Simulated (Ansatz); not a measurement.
For antiferromagnetic (type II) rock-salt MnS, PBE-D4 in Ansatz (PAW) gives:

| Quantity | Value |
|---|---|
| lattice parameter a | 5.051 Å |
| magnetic moment | 4.00 μB |

Task: What does r²SCAN (PAW; Ansatz, a program for electronic structure) give for the same quantities?

Result: 
- lattice constant a: 5.168 Å (goes up by 2.3 %)
- magnetic moment: 4.30 μB (grows by 0.30 μB)

For comparison: lattice constant a 5.199 Å (measured, 4 K, no zero-point or thermal correction; as tabulated in PSI, practical course at SINQ: magnetic order in MnS).

Changes are worked out from the printed values.

Unless a cell is named, each level is at its own relaxed cell (PBE-D4 16.11, r²SCAN 17.25 Å³/atom).

Spin-polarised runs: PBE-D4 (opposed moments), r²SCAN (opposed moments).

Ansatz's density-functional and Hartree–Fock values are scalar-relativistic unless marked +SOC, with PAW data made under PBE.
